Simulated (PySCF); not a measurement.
A GIAO shielding run with PySCF 2.14 (density fitting, non-relativistic, gas phase) on SMILES FC1CCCC1, C5H9F:

```
$ OMP_NUM_THREADS=1 python probes_run.py task.json out

{"job": {"kind": "nmr", "xc": "PBE0", "basis": "pcSseg-2"}, "charge": 0, "multiplicity": 1}
F      1.949573    -0.629006    -0.734849
C      1.173179    -0.267516     0.370379
C      0.595424     1.127862     0.136712
C     -0.871681     0.917701    -0.288841
C     -0.990314    -0.580718    -0.570160
C     -0.024850    -1.192884     0.438466
H      1.833812    -0.331977     1.238107
H      0.674144     1.739185     1.037659
H      1.187982     1.618363    -0.637253
H     -1.152624     1.533058    -1.144595
H     -1.539696     1.189125     0.533520
H     -0.645749    -0.806433    -1.583152
H     -2.011213    -0.954553    -0.475965
H      0.252192    -2.229056     0.239131
H     -0.451046    -1.141806     1.446669
```

Hardware: 1 thread of an Arm Neoverse V1, shared host. The job also computes population analyses, field gradients, ring-centre shieldings.

(1) How large is the calculation?

(2) How long does it take, and how much memory does it need?

(3) And these other runs on the same molecule and hardware: GIAO shielding at B97-2/pcSseg-2; GIAO shielding at KT3/pcSseg-2; GIAO shielding at wB97X-D/pcSseg-2?

## Answers

(1) 48 electrons, 342 basis functions and 875 auxiliary functions.

(2) 51 s of wall time, with 12 SCF cycles and 4 response iterations; peak memory 1.4 GiB. Times on a shared host scatter by some tens of per cent.

(3) B97-2/pcSseg-2: 342 functions, 49 s; KT3/pcSseg-2: 342 functions, 74 s; wB97X-D/pcSseg-2: 342 functions, 65 s.
